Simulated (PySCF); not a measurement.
# CCl3F: the cost of one run

Computed with PySCF 2.14.0 and routines of our own; the level stands in each step. Atoms count from 0.

## Step 1: The system as given

5 atoms, charge 0, multiplicity 1; geometry from: GFN2-xTB.

## Step 2: Relaxing the molecule at PBE0-D3(BJ)/def2-SVP

The job: settings as JSON, then the geometry in Å.

```
{"job": {"xc": "PBE0", "basis": "def2-SVP", "d3": "d3bj", "grid": 1, "maxiter": 30, "shake": 0.01, "kind": "geom"}, "charge": 0, "multiplicity": 1}
F      0.080710    -0.166600     1.400240
C     -0.001040    -0.010840     0.064570
Cl    -0.478130     1.658240    -0.321300
Cl     1.635980    -0.368360    -0.607400
Cl    -1.203950    -1.146420    -0.574000
```

On the command line:

```bash
$ OMP_NUM_THREADS=1 python heavy_run.py task.json out
```

One launch serves the whole session: the jobs run in the order shown.

**Question.** How long does this first job take on 1 thread of Arm Neoverse V2, shared host, and how much memory does it need?

About 13 s, with a peak of 0.36 GiB.
